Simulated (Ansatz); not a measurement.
This script drives Ansatz 0.2.0 through its Python package.

`torsion_c2h5no.py`:
```python
"""Energy of C2H5NO as one group turns about a bond."""

import ansatz as az
from ase import Atoms

BASIS_SET = "cc-pVDZ"
XC = "CAM-B3LYP"
FORCE_TOL = 0.02


def main() -> None:
    atoms = Atoms(["C", "C", "N", "O", "H", "H", "H", "H", "H"], positions=[
        [-0.4705, 0.7616, -0.5432],
        [0.4393, -0.3156, -0.277],
        [0.367, -0.8213, 0.9719],
        [1.2981, -0.7402, -1.1157],
        [-1.2245, 0.4796, -1.3421],
        [-1.0786, 1.1045, 0.34],
        [0.0662, 1.6814, -0.9004],
        [-0.3048, -0.5931, 1.6291],
        [0.9963, -1.6033, 1.2204],
    ])

    # start the scan from a relaxed geometry
    first = (
        az.Crystal.molecule_from_ase(atoms).calculation()
        .basis(gaussian=BASIS_SET)
        .functional(XC)
        .relax(force_tolerance=FORCE_TOL, max_steps=80)
    )
    atoms.positions = first.run(threads=1, backend="cpu").report["positions_ang"]

    start = atoms.get_dihedral(2, 1, 0, 4)
    energies = {}
    for turn in range(0, 121, 15):
        turned = atoms.copy()
        turned.set_dihedral(2, 1, 0, 4, start + turn, indices=[0, 4, 5, 6])
        calculation = (
            az.Crystal.molecule_from_ase(turned).calculation()
            .basis(gaussian=BASIS_SET)
            .functional(XC)
        )
        energies[round((start + turn) % 360)] = calculation.run(threads=1, backend="cpu").report["free_energy_ev"]
    floor = min(energies.values())
    print("dihedral N2-C1-C0-H4 (deg)   E - E(min) (kcal/mol)")
    for angle, e in sorted(energies.items()):
        print(f"{angle:8d} {23.060548 * (e - floor):14.3f}  " + "#" * int(30 * (e - floor) / max(max(energies.values()) - floor, 1e-9)))


if __name__ == "__main__":
    main()
```

It is started by `python torsion_c2h5no.py`. Estimate its wall time and peak memory on 1 thread of Arm Neoverse N1 (shared host).

It took about 2.9 min, with a peak of 0.24 GiB, for 10 runs of the engine.

```console
$ python torsion_c2h5no.py
dihedral N2-C1-C0-H4 (deg)   E - E(min) (kcal/mol)
       2          0.623  ##############################
      17          0.505  ########################
      32          0.346  ################
      47          0.250  ############
     287          0.000
     302          0.054  ##
     317          0.218  ##########
     332          0.433  ####################
     347          0.600  ############################
```

The scan is rigid and the energies are electronic, in a modest basis. With rigid groups the curve can differ much from the relaxed path, the start wasn't checked as a minimum of this torsion, and equivalent turns needn't return to the same energy.
